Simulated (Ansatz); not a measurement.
One change: `CC(Cl)CF` becomes `FCCCl`.

Ansatz, PBE0-D4/def2-TZVP geometries, multiplicity 1. Each molecule was computed in one conformer, which needn't be the lowest.

```tsv
property	`CC(Cl)CF`
HOMO–LUMO gap (B3LYP/def2-TZVPP) / eV	8.67
LUMO energy (B3LYP/def2-TZVPP) / eV	0.27
LUMO energy (ωB97M-V/def2-TZVPP) / eV	2.51
HOMO energy (PBE/def2-TZVPP) / eV	-7.22
size of the dipole moment (ωB97M-V/def2-TZVPP) / D	0.48
HOMO–LUMO gap (PBE/def2-TZVPP) / eV	6.65
```

What does the change do to each property? (Estimate.)

The calculation gave: 
```
                                          property  `FCCCl`  shift
             HOMO–LUMO gap (B3LYP/def2-TZVPP) / eV     8.71   0.04
               LUMO energy (B3LYP/def2-TZVPP) / eV     0.22  -0.05
             LUMO energy (ωB97M-V/def2-TZVPP) / eV     2.50  -0.01
                 HOMO energy (PBE/def2-TZVPP) / eV    -7.30  -0.08
size of the dipole moment (ωB97M-V/def2-TZVPP) / D     0.07  -0.41
               HOMO–LUMO gap (PBE/def2-TZVPP) / eV     6.69   0.04
```

Dipoles are sizes alone; their direction can turn.

B3LYP here is the variant with VWN-RPA as its local correlation; programs differ in this.
